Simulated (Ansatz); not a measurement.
Start from `OC(O)(O)Cl` and change one atom or group to get `CC(O)(O)O`.

Ansatz, PBE0-D4/def2-TZVP geometries, multiplicity 1. Each molecule was computed in one conformer, which needn't be the lowest.

```tsv
property	`OC(O)(O)Cl`
HOMO energy (PBE/def2-TZVPP) / eV	-7.05
HOMO–LUMO gap (PBE0/def2-TZVPP) / eV	8.82
HOMO energy (ωB97M-V/def2-TZVPP) / eV	-10.97
size of the dipole moment (ωB97M-V/def2-TZVPP) / D	0.07
size of the dipole moment (B3LYP/def2-TZVPP) / D	0.09
LUMO energy (PBE/def2-TZVPP) / eV	-0.85
```

(1) Give the same properties after the change, and the shifts. (Best estimate.)

Answers

(1) Ansatz gave: 
```json
{"property": "HOMO energy (PBE/def2-TZVPP) / eV", "`CC(O)(O)O`": "-6.50", "shift": "0.55"}
{"property": "HOMO–LUMO gap (PBE0/def2-TZVPP) / eV", "`CC(O)(O)O`": "9.01", "shift": "0.19"}
{"property": "HOMO energy (ωB97M-V/def2-TZVPP) / eV", "`CC(O)(O)O`": "-10.82", "shift": "0.15"}
{"property": "size of the dipole moment (ωB97M-V/def2-TZVPP) / D", "`CC(O)(O)O`": "1.63", "shift": "1.56"}
{"property": "size of the dipole moment (B3LYP/def2-TZVPP) / D", "`CC(O)(O)O`": "1.62", "shift": "1.53"}
{"property": "LUMO energy (PBE/def2-TZVPP) / eV", "`CC(O)(O)O`": "-0.16", "shift": "0.69"}
```

With PBE0 the HOMO rises by 0.30 eV and the LUMO rises by 0.48 eV, so the gap widens by about 0.18 eV. PBE moves the HOMO by 0.55 eV and ωB97M-V by 0.15 eV. Dipoles are sizes alone; their direction can turn.

B3LYP here is the variant with VWN-RPA as its local correlation; programs differ in this.
